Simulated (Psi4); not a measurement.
# One shape, several levels: triplet CH7AlSi

Aim: a comparison of 3 runs (U-r2SCAN/cc-pVDZ, UM06-L/cc-pVDZ, UTPSS/cc-pVDZ) of triplet CH7AlSi. The job is set up through a Python script.

The calculation is run with Psi4 1.11.

1 further run of the same task is left out (set aside as unsound or not needed). Runs told in other sessions of the task aren't counted.

## Step 1: The structure to begin with

CH7AlSi: 10 atoms, total charge 0, spin state triplet. As SMILES of the parent species, `[CH3][AlH][SiH3]`. Geometry: relaxed at PBE0-D4/def2-TZVP. That shape belongs to the parent species and isn't relaxed for this state.

Bond lengths: C1–Al2 1.953 Å, Al2–Si3 2.461 Å, C1–H4 1.096 Å, C1–H5 1.092 Å, C1–H6 1.096 Å, Al2–H7 1.593 Å, Si3–H8 1.494 Å, Si3–H9 1.494 Å, Si3–H10 1.490 Å. Some angles: C1–Al2–Si3 120.6°, C1–Al2–H7 118.9°, Si3–Al2–H7 120.4°, Al2–C1–H4 110.5°, Al2–C1–H5 113.7°, Al2–C1–H6 110.2°, Al2–Si3–H8 110.9°, Al2–Si3–H9 110.7°, Al2–Si3–H10 114.1°, H4–C1–H5 108.0°.

## Step 2: Energy and forces at U-r2SCAN/cc-pVDZ (run 1)

ch7alsi.xyz

```xyz
10
CH7AlSi
C     -1.428400     0.967200    -0.792400
Al     0.409100     0.309500    -0.720900
Si     1.161700    -1.107300     1.145400
H     -1.909200     0.659300    -1.727500
H     -2.050600     0.624100     0.036600
H     -1.438000     2.063000    -0.790400
H      1.416900     0.709200    -1.887700
H      0.334900    -2.347600     1.241000
H      1.000200    -0.395000     2.448500
H      2.586600    -1.533600     1.050400
```

run.py

```python
import psi4

psi4.set_memory('2200 MB')
psi4.set_num_threads(1)
psi4.set_output_file('psi4.out', False)

with open('ch7alsi.xyz') as f:
    atoms = ''.join(f.readlines()[2:])
geom = psi4.geometry('0 3\n' + atoms + 'symmetry c1')

options = {'reference': 'uks', 'puream': True, 'e_convergence': 1e-09, 'd_convergence': 1e-08, 'scf_type': 'pk', 'dft_radial_points': 99, 'dft_spherical_points': 590, 'maxiter': 100}
psi4.set_options(options)

energy_value, wavefunction = psi4.gradient("r2scan/cc-pVDZ", return_wfn=True)
psi4.oeprop(wavefunction, "QUADRUPOLE", "DIPOLE", "WIBERG_LOWDIN_INDICES", title="R2SCAN")
print('gradient / Eh bohr^-1')
print(energy_value.np.round(6))
print(f'energy = {wavefunction.energy():.10f} Eh')
```

Started as:

```sh
$ python run.py
```

psi4.out:

```text
[...]
  Running in c1 symmetry.
[...]
  Nuclear repulsion =  127.815678252016326
[...]
  Multiplicity = 3
[...]
  Nalpha       = 21
  Nbeta        = 19
[...]
    Number of basis functions: 85
[...]
   @UKS iter   1:  -573.67619329060415   -2.22721e-01   8.84154e-03 ADIIS/DIIS
[...]
   @UKS iter  16:  -573.99964058255705   -1.36424e-12   4.66648e-09 DIIS
[...]
   @S^2 Observed:                2.006515551E+00
[...]
    Orbital Energies [Eh]
    ---------------------
    Alpha Occupied:
       1A    -65.890225     2A    -55.760557     3A    -10.036115
       4A     -5.255940     5A     -4.058438     6A     -3.602557
       7A     -3.596360     8A     -3.595846     9A     -2.599537
      10A     -2.597739    11A     -2.592650    12A     -0.656663
      13A     -0.547130    14A     -0.385087    15A     -0.373425
      16A     -0.368364    17A     -0.352094    18A     -0.350623
      19A     -0.289051    20A     -0.270160    21A     -0.122041
    Alpha Virtual:
      22A     -0.031278    23A     -0.020562    24A      0.016569
      25A      0.035317    26A      0.048971    27A      0.104810
[...]
  @UKS Final Energy:  -573.99964058255705
   => Energetics <=
    Nuclear Repulsion Energy =            127.8156782520163262
    One-Electron Energy =               -1047.2045983576635990
    Two-Electron Energy =                 392.8383683719564488
    DFT Exchange-Correlation Energy =     -47.4490888488663174
    Empirical Dispersion Energy =           0.0000000000000000
    VV10 Nonlocal Energy =                  0.0000000000000000
    Total Energy =                       -573.9996405825570491
  UHF NO Occupations:
  HONO-2 :   19  A 1.9979011
  HONO-1 :   20  A 1.0000000
[...]
  -Total Gradient:
     Atom            X                  Y                   Z
    ------   -----------------  -----------------  -----------------
       1        0.013056352400     0.000083280398    -0.008370841405
       2       -0.003889384391    -0.013377471464     0.024180015739
       3       -0.006201432132     0.012954429990    -0.017661420255
       4       -0.000825323633     0.006968201070     0.004717941216
       5        0.006081059033     0.000602293365    -0.003816193870
       6       -0.004575321767    -0.005559325420    -0.003552012543
       7       -0.009606961778     0.005181911296    -0.003263543445
       8        0.005817640674     0.002625655572     0.002285569541
       9        0.003009832134    -0.005277753599    -0.002848437454
      10       -0.002897333780    -0.004239199309     0.008407358874
[...]
 Multipole Moments:
 ------------------------------------------------------------------------------------
     Multipole            Electronic (a.u.)      Nuclear  (a.u.)        Total (a.u.)
 ------------------------------------------------------------------------------------
 L = 1.  Multiply by 2.5417464519 to convert [e a0] to [Debye]
 Dipole X            :          2.1912252           -2.4225707           -0.2313455
 Dipole Y            :         -0.6280612            0.3413707           -0.2866905
 Dipole Z            :         -0.1863269            0.7769082            0.5905813
 Magnitude           :                                                    0.6960593
 L = 2.  Multiply by 1.3450342976 to convert [e a0^2] to [Debye ang]
 Quadrupole XX       :       -201.6740346          174.5777510          -27.0962836
 Quadrupole XY       :        113.8806220         -115.6920907           -1.8114688
[...]
```

Standard output:

```text
gradient / Eh bohr^-1
[[ 1.3056e-02  8.3000e-05 -8.3710e-03]
 [-3.8890e-03 -1.3377e-02  2.4180e-02]
 [-6.2010e-03  1.2954e-02 -1.7661e-02]
 [-8.2500e-04  6.9680e-03  4.7180e-03]
 [ 6.0810e-03  6.0200e-04 -3.8160e-03]
 [-4.5750e-03 -5.5590e-03 -3.5520e-03]
 [-9.6070e-03  5.1820e-03 -3.2640e-03]
 [ 5.8180e-03  2.6260e-03  2.2860e-03]
 [ 3.0100e-03 -5.2780e-03 -2.8480e-03]
 [-2.8970e-03 -4.2390e-03  8.4070e-03]]
energy = -573.9996405826 Eh
```

Wall time 85 s (1 thread of Intel Xeon Platinum 8559C (Emerald Rapids), shared host); peak memory 1.4 GiB.

## Step 3: Energy and gradient at UM06-L/cc-pVDZ (run 2)

run.py

```python
import psi4

psi4.set_memory(2200000000)
psi4.set_num_threads(1)
psi4.set_output_file('psi4.out', False)

molecule = psi4.geometry("""
0 3
C     -1.428400     0.967200    -0.792400
Al     0.409100     0.309500    -0.720900
Si     1.161700    -1.107300     1.145400
H     -1.909200     0.659300    -1.727500
H     -2.050600     0.624100     0.036600
H     -1.438000     2.063000    -0.790400
H      1.416900     0.709200    -1.887700
H      0.334900    -2.347600     1.241000
H      1.000200    -0.395000     2.448500
H      2.586600    -1.533600     1.050400
units angstrom
symmetry c1
""")

psi4.set_options({
    'reference': 'uks',
    'puream': True,
    'e_convergence': 1e-09,
    'd_convergence': 1e-08,
    'scf_type': 'pk',
    'dft_radial_points': 99,
    'dft_spherical_points': 590,
    'maxiter': 100,
})

result, w = psi4.gradient("m06-l/cc-pVDZ", return_wfn=True)
psi4.oeprop(w, "MULLIKEN_CHARGES", "DIPOLE", "MAYER_INDICES", title="M06-L")
print('gradient / Eh bohr^-1')
print(result.np.round(6))
print(f'energy = {w.energy():.10f} Eh')
```

Started as:

```sh
$ python run.py
```

psi4.out, shortened:

```text
[...]
  Running in c1 symmetry.
[...]
  Nuclear repulsion =  127.815678252016326
[...]
  Multiplicity = 3
[...]
  Nalpha       = 21
  Nbeta        = 19
[...]
    Number of basis functions: 85
[...]
   @UKS iter   1:  -573.75745978463033   -2.67522e-01   8.62314e-03 ADIIS/DIIS
[...]
   @UKS iter  16:  -574.06925385324098   -5.45697e-12   8.63555e-09 DIIS
[...]
   @S^2 Observed:                2.004936363E+00
[...]
  @UKS Final Energy:  -574.06925385324098
   => Energetics <=
    Nuclear Repulsion Energy =            127.8156782520163262
    One-Electron Energy =               -1047.4044876984321490
    Two-Electron Energy =                 393.0748894356826781
    DFT Exchange-Correlation Energy =     -47.5553338425079417
    Empirical Dispersion Energy =           0.0000000000000000
    VV10 Nonlocal Energy =                  0.0000000000000000
    Total Energy =                       -574.0692538532409799
  UHF NO Occupations:
  HONO-2 :   19  A 1.9986997
  HONO-1 :   20  A 1.0000000
[...]
  -Total Gradient:
     Atom            X                  Y                   Z
    ------   -----------------  -----------------  -----------------
       1        0.011682086900     0.000584417598    -0.008414611615
       2       -0.004442821296    -0.013291966041     0.024371109718
       3       -0.005866140691     0.012727610091    -0.017496416664
       4       -0.001089113345     0.006082018481     0.003258384658
       5        0.005230974456    -0.000062658127    -0.002401386329
       6       -0.003994384140    -0.003959768637    -0.003344056986
       7       -0.007885715577     0.005723019064    -0.005041979717
       8        0.004722290528     0.000939275630     0.002019737854
       9        0.002928261101    -0.003986548914    -0.001279353465
      10       -0.001120678051    -0.004897188681     0.008495112527
[...]
 Multipole Moments:
[...]
```

On the terminal:

```text
gradient / Eh bohr^-1
[[ 1.1682e-02  5.8400e-04 -8.4150e-03]
 [-4.4430e-03 -1.3292e-02  2.4371e-02]
 [-5.8660e-03  1.2728e-02 -1.7496e-02]
 [-1.0890e-03  6.0820e-03  3.2580e-03]
 [ 5.2310e-03 -6.3000e-05 -2.4010e-03]
 [-3.9940e-03 -3.9600e-03 -3.3440e-03]
 [-7.8860e-03  5.7230e-03 -5.0420e-03]
 [ 4.7220e-03  9.3900e-04  2.0200e-03]
 [ 2.9280e-03 -3.9870e-03 -1.2790e-03]
 [-1.1210e-03 -4.8970e-03  8.4950e-03]]
energy = -574.0692538532 Eh
```

Wall time 75 s (1 thread of Intel Xeon Platinum 8559C (Emerald Rapids), shared host); peak memory 1.4 GiB.

## Step 4: Energy and forces at UTPSS/cc-pVDZ (run 3)

calc.py

```python
import psi4

psi4.set_memory(2200000000)
psi4.set_num_threads(1)
psi4.set_output_file('output.dat', False)

mol = psi4.geometry("""
0 3
C
Al 1 1.952969
Si 2 2.461058 1 120.62121
H 1 1.09562 2 110.45658 3 -123.21111
H 1 1.091829 4 108.03769 2 -124.98245
H 1 1.095844 5 107.92987 4 114.42292
H 2 1.592747 1 118.94698 5 178.70084
H 3 1.493681 2 110.93412 7 -121.81422
H 3 1.493828 8 106.27616 2 120.42919
H 3 1.490334 8 107.20481 9 114.36293
symmetry c1
no_reorient
no_com
""")

psi4.set_options({
    'reference': 'uks',
    'puream': True,
    'e_convergence': 1e-09,
    'd_convergence': 1e-08,
    'scf_type': 'pk',
    'dft_radial_points': 99,
    'dft_spherical_points': 590,
    'maxiter': 100,
})

e, wfn = psi4.gradient('tpss/cc-pVDZ', return_wfn=True)
psi4.oeprop(wfn, 'MAYER_INDICES', 'WIBERG_LOWDIN_INDICES', 'LOWDIN_CHARGES')
print('gradient / Eh bohr^-1')
print(e.np.round(6))
print(f'energy = {wfn.energy():.10f} Eh')
```

Started as:

```sh
$ python calc.py
```

output.dat, shortened:

```text
[...]
  Running in c1 symmetry.
[...]
  Nuclear repulsion =  127.815672045341344
[...]
  Multiplicity = 3
[...]
  Nalpha       = 21
  Nbeta        = 19
[...]
    Number of basis functions: 85
[...]
   @UKS iter   1:  -573.79480031357525   -2.01598e-01   9.24069e-03 DIIS/ADIIS
[...]
   @UKS iter  16:  -574.14690619433532   -1.81899e-12   6.41697e-09 DIIS
[...]
   @S^2 Observed:                2.003588138E+00
[...]
  @UKS Final Energy:  -574.14690619433532
   => Energetics <=
    Nuclear Repulsion Energy =            127.8156720453413442
    One-Electron Energy =               -1047.1887907871109746
    Two-Electron Energy =                 392.8281663221773101
    DFT Exchange-Correlation Energy =     -47.6019537747429098
    Empirical Dispersion Energy =           0.0000000000000000
    VV10 Nonlocal Energy =                  0.0000000000000000
    Total Energy =                       -574.1469061943353154
  UHF NO Occupations:
  HONO-2 :   19  A 1.9989076
  HONO-1 :   20  A 1.0000000
[...]
 Multipole Moments:
[...]
  -Total Gradient:
     Atom            X                  Y                   Z
    ------   -----------------  -----------------  -----------------
       1        0.000625300917     0.010001293723     0.016094353839
       2       -0.000367123426    -0.026704083824    -0.004114592280
       3        0.000115747570     0.019852893848    -0.010320113538
       4       -0.010108591443    -0.002454322214    -0.002692315649
       5       -0.000269543855     0.007091983713     0.005715118448
       6        0.009924514892    -0.001854833654    -0.002315414661
       7        0.000059482346     0.002419137234    -0.010326066145
       8       -0.004358574144     0.000589353852     0.004374668743
       9        0.004410888188     0.000734152122     0.004206886211
      10       -0.000032098261    -0.009680406694    -0.000619946856
[...]
```

The script printed:

```text
gradient / Eh bohr^-1
[[ 6.2500e-04  1.0001e-02  1.6094e-02]
 [-3.6700e-04 -2.6704e-02 -4.1150e-03]
 [ 1.1600e-04  1.9853e-02 -1.0320e-02]
 [-1.0109e-02 -2.4540e-03 -2.6920e-03]
 [-2.7000e-04  7.0920e-03  5.7150e-03]
 [ 9.9250e-03 -1.8550e-03 -2.3150e-03]
 [ 5.9000e-05  2.4190e-03 -1.0326e-02]
 [-4.3590e-03  5.8900e-04  4.3750e-03]
 [ 4.4110e-03  7.3400e-04  4.2070e-03]
 [-3.2000e-05 -9.6800e-03 -6.2000e-04]]
energy = -574.1469061943 Eh
```

Wall time 95 s (1 thread of Intel Xeon Platinum 8559C (Emerald Rapids), shared host); peak memory 1.4 GiB.

## Step 5: The series

```tsv
run	level	energy (Eh)	dipole moment (D)	HOMO energy (eV)	⟨S²⟩	wall time
1	U-r2SCAN/cc-pVDZ	-573.999641	1.77	-3.32	2.007	85 s
2	UM06-L/cc-pVDZ	-574.069254	1.73	-3.03	2.005	75 s
3	UTPSS/cc-pVDZ	-574.146906	1.69	-3.12	2.004	95 s
```

## Step 6: Outcome

```
                                 quantity          value
                      run 3: total energy  -574.14691 Eh
                     run 3: dipole moment         1.69 D
run 3: HOMO energy (highest over α and β)       -3.12 eV
                              run 3: ⟨S²⟩          2.004
          run 3: largest force on an atom     1.390 eV/Å
```

The dipole moment (its size) runs from 1.69 D (UTPSS/cc-pVDZ) to 1.77 D (U-r2SCAN/cc-pVDZ). Totals of different functionals can't be ranked against each other. All runs together took 4.3 min, the longest 95 s.
